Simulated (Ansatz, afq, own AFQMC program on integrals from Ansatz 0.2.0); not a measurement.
AFQMC on a folder of integrals that Ansatz 0.2.0 wrote.

```yaml
crystal:
  periodic: [false, false, false]
  atoms:
    - {symbol: Si, position_ang: [-0.090650, 0.000000, 0.595316]}
    - {symbol: N, position_ang: [0.112778, 0.000000, -1.117785]}
    - {symbol: H, position_ang: [0.579153, -1.226824, 1.121000]}
    - {symbol: H, position_ang: [0.579153, 1.226824, 1.121000]}
    - {symbol: H, position_ang: [-0.099805, -0.830073, -1.648445]}
    - {symbol: H, position_ang: [-0.099805, 0.830073, -1.648445]}
basis:
  gaussian: {orbitals: 6-31G}
magnetization: {spin_polarized: true, initial_magnetization: 1}
correlation: {method: ccsd_t, electrons: outside_noble_gas, hamiltonian_folder: ham}
```

```sh
$ ansatz run in.yaml --threads 1 --pin off --events-out ev --progress --plain --max-ram 16896MiB --backend cuda --devices 0, --max-vram 18GiB
```

Options of the walk:

```
--method phaseless --trial cisd --walkers 4000 --populations 20 --least-time 60 --time-step 0.005 --steps-per-block 50 --equilibration-blocks 28 --max-blocks 4000 --target-error 0.00021 --factor-cut 1e-05 --start spin_pure --seed 6366 --release-times 0.24,0.51,0.99,1.62,2.4 --release-step 0.03 --release-every 3 --taylor-order 6
```

Times are imaginary, in 1/Eh. The walk had a cap of 122 s. With eight or more populations the least sampling time is a fifth of least-time, and the error comes from their spread.

Output of the walk:

```
orbitals 24  electrons 7 6  factors 174 of 400
reference energy -345.60026389 Eh
CCSD correlation -0.18020887 Eh in 12 cycles, weight of the determinant in the CISD state 0.9108
energy of the start -345.780379 Eh
 block  time / (1/Eh)  mean weight  energy / Eh
     1     0.250  0.9999  -345.778082
     2     0.500  1.0001  -345.779028
     3     0.750  1.0000  -345.781128
     4     1.000  1.0002  -345.782184
     5     1.250  1.0001  -345.782831
     8     2.000  0.9999  -345.783254
    11     2.750  0.9999  -345.783761
    14     3.500  1.0001  -345.784448
    17     4.250  1.0001  -345.783682
    20     5.000  0.9998  -345.784155
    23     5.750  0.9998  -345.784567
    26     6.500  0.9999  -345.784497
    29     7.250  0.9998  -345.784589
    32     8.000  1.0000  -345.784887
    35     8.750  1.0000  -345.783739
    38     9.500  1.0000  -345.783651
    41    10.250  0.9999  -345.784407
    44    11.000  0.9999  -345.784136
    47    11.750  1.0002  -345.784240
    50    12.500  1.0000  -345.784114
    53    13.250  1.0001  -345.784461
    56    14.000  1.0002  -345.784259
    59    14.750  1.0002  -345.783943
    62    15.500  1.0000  -345.783531
    65    16.250  1.0000  -345.784609
    68    17.000  1.0003  -345.784566
    70    17.500  1.0001  -345.785484
    71    17.750  1.0001  -345.784093
    74    18.500  1.0000  -345.784131
    77    19.250  0.9997  -345.784455
    78    19.500  1.0001  -345.785044
error from the spread of 20 populations
released: time / (1/Eh)  energy / Eh  error  mean overlap
  0.24  -345.784269  0.000125  1.0017
  0.51  -345.784254  0.000099  1.0033
  0.99  -345.784296  0.000094  1.0046
  1.62  -345.784357  0.000076  1.0073
  2.40  -345.784320  0.000102  1.0116
energy -345.784350 +/- 0.000130 Eh
(rows thinned)
```

The run passed its tests (sampling time, drift between the halves within three errors, error under three times the target), which doesn't prove that it has relaxed.

Against this walk (error 3.5 meV) on the same determinant: CCSD(T) 21.8 meV higher, CCSDT(Q) 2.0 meV lower (within the noise), CCSDTQ 1.0 meV lower (within the noise). The error is statistical and leaves out the bias of the constraint. Released to 2.40 1/Eh the energy moves by 1 ± 4 meV (both errors), within twice the noise.

Cautions: constraint bias not in the error.

The walk took 36 s on 1 × NVIDIA H100 80GB HBM3 with 2 threads of AMD EPYC 7R13 Processor (Zen 3), on a shared host (the card was shared). The log's last line is the phaseless energy.

CCSDT and higher add their correlation energy to the determinant of the CCSD(T) run, since their own runs factorise the integrals more tightly (a shift of under 2 meV). A walk keeps the symmetry of its determinant, which the program's search chose and which needn't be the lowest solution, so a lower state of the same spin and another symmetry isn't excluded.
